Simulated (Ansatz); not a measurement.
# Two structures, one formula

The two ends of one reaction step of CH6NSi, doublet (PBE0-D4/def2-TZVP).

A:

```json
{"atom": "C1", "x (Å)": "-0.7675", "y (Å)": "-0.3555", "z (Å)": "0.2421"}
{"atom": "N2", "x (Å)": "-0.1871", "y (Å)": "-1.6073", "z (Å)": "0.5413"}
{"atom": "Si3", "x (Å)": "0.5950", "y (Å)": "0.7222", "z (Å)": "-0.5565"}
{"atom": "H4", "x (Å)": "-1.1635", "y (Å)": "0.2172", "z (Å)": "1.0936"}
{"atom": "H5", "x (Å)": "-1.5488", "y (Å)": "-0.4561", "z (Å)": "-0.5204"}
{"atom": "H6", "x (Å)": "0.2445", "y (Å)": "-1.5421", "z (Å)": "1.4667"}
{"atom": "H7", "x (Å)": "0.0221", "y (Å)": "2.0573", "z (Å)": "-0.8794"}
{"atom": "H8", "x (Å)": "1.7137", "y (Å)": "0.8879", "z (Å)": "0.4072"}
{"atom": "H9", "x (Å)": "1.0915", "y (Å)": "0.0765", "z (Å)": "-1.7947"}
```

B:

```tsv
atom	x (Å)	y (Å)	z (Å)
C1	-1.3094	-0.6626	0.4785
N2	0.0259	-0.3248	0.5744
Si3	0.8950	0.6403	-0.5679
H4	-1.7400	-1.3163	1.2222
H5	-1.8038	-0.5249	-0.4727
H6	0.4630	-0.5422	1.4548
H7	0.3810	2.0359	-0.6541
H8	2.3073	0.6556	-0.1122
H9	0.7809	0.0388	-1.9231
```

Computed with Ansatz 0.2.0 (basis: def2-TZVPP); correlated methods freeze the cores; orbitals are unrestricted. B3LYP uses VWN-RPA correlation.

**Question.** Which structure is lower at CCSD(T), and by how much? (An estimate is asked for; the value comes from the calculation.)

**Answer.** Computed: B, by 73.1 kJ/mol (electronic energy, against the other). By their contacts, A is CH₆NSi ([NH][CH2][SiH3]) and B is CH₆NSi ([CH2][NH][SiH3]).

All methods give the same order:

```
      method  E(B) − E(A) (kJ/mol)
       SPW92                 -84.7
      PBE-D4                 -69.5
     BLYP-D4                 -73.3
   r2SCAN-D4                 -72.5
      B97M-V                 -67.7
     PBE0-D4                 -71.7
    B3LYP-D4                 -76.3
  r2SCAN0-D4                 -73.9
    BHLYP-D4                 -76.6
CAM-B3LYP-D4                 -81.6
     wB97X-V                 -73.3
     wB97M-V                 -76.3
      B2PLYP                 -79.2
    PBE-QIDH                 -77.6
  RPA on PBE                 -67.4
          HF                 -65.0
         MP2                 -89.1
        CCSD                 -73.3
     CCSD(T)                 -73.1
```

T1 diagnostic: at most 0.018. ⟨S²⟩ of the unrestricted Hartree–Fock references: 0.76 (a pure state has 0.75).

Labels in which every atom is bracketed show which atoms are joined, not bond orders.

For scale, one of the runs: CCSD(T)/def2-TZVPP, 188 basis functions, launched by `ansatz run in.yaml --threads 4 --pin off --events-out ev --progress --plain --max-ram 9574MiB`. Hardware: 4 CPU threads of an AMD EPYC, shared host. Wall time 2.6 min; peak host memory 4.9 GiB.
